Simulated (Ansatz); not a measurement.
Energy needed to pull apart CH2NSi (SMILES [C]1=N[SiH2]1), doublet, into free ground-state atoms, from the structure below (at a frame of a short PBE0-D4/def2-SVP trajectory); no zero-point or spin–orbit terms; open-shell atoms are treated unrestricted, in their ground-state multiplicity.

C1  (0.861, -0.827, 0.953)
N2  (-0.055, -0.173, 1.443)
Si3  (-0.072, 0.140, -0.407)
H4  (-0.984, -0.684, -1.067)
H5  (-0.289, 1.675, -0.746)
(Å)

Computed with Ansatz 0.2.0 (basis: def2-TZVPP); correlated methods freeze the cores; orbitals are unrestricted.

```tsv
method	atomization energy (kJ/mol)
PBE-D4	?
r2SCAN-D4	1716
PBE0-D4	1709
wB97M-V	?
HF	1088
MP2	1677
CCSD	1588
CCSD(T)	1635
```

Problem. What does PBE-D4 give? (To be estimated.)

Solution. Computed: 1778 kJ/mol, which is about 142 kJ/mol more than CCSD(T)/def2-TZVPP.

Problem. What does wB97M-V give? (To be estimated.)

Solution. The calculation gives: 1718 kJ/mol, which is about 82 kJ/mol more than CCSD(T)/def2-TZVPP.

In triple zeta the MP2 and coupled-cluster atomization energies are still short of their basis limit by a few kcal/mol a bond, whereas those of the functionals are nearly converged, so these differences are not deviations from converged CCSD(T).

The T1 diagnostic stays at or below 0.021. ⟨S²⟩ of the unrestricted Hartree–Fock references: 0.78 (a pure state has 0.75).

For scale, one of the runs: CCSD(T)/def2-TZVPP forces, 132 basis functions, launched by `ansatz run in.yaml --threads 1 --pin off --events-out ev --progress --plain --max-ram 4352MiB`. Hardware: 1 CPU thread, shared host. Wall time 3.4 min; peak host memory 2.5 GiB.
